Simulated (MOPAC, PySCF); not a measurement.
C2H6O, SMILES `COC`, neutral singlet in the gas phase. 

Cartesian coordinates (Å):
SMILES: COC
```xyz
9

C      1.1375     0.1171    -0.1106
O      0.1900    -0.0949     0.8855
C     -1.1130    -0.1294     0.3999
H      0.9859     1.0840    -0.6332
H      1.1239    -0.6838    -0.8783
H      2.1312     0.1296     0.3593
H     -1.7903    -0.2999     1.2488
H     -1.2636    -0.9453    -0.3368
H     -1.4016     0.8226    -0.0917
```
Charge 0, multiplicity 1.

All levels are single points at this geometry (PBE0-D3(BJ)/def2-SVP); Pople sets use spherical d functions. Orbital energies aren't observables, and empty levels follow the basis.

B3LYP-D3(BJ)/def2-TZVP in PySCF gives HOMO (eV) = -7.21.

### Question
Estimate the HOMO (eV) from each of these levels: M06-2X/def2-TZVP in PySCF; BP86/6-31G* in PySCF; SVWN5/6-31G* in PySCF; HF/6-31G* in PySCF; PM6 in MOPAC.

### Answer

| level | HOMO (eV) |
|---|---|
| M06-2X/def2-TZVP in PySCF | -9.03 |
| BP86/6-31G* in PySCF | -5.60 |
| SVWN5/6-31G* in PySCF | -5.53 |
| HF/6-31G* in PySCF | -11.37 |
| PM6 in MOPAC | -9.70 |
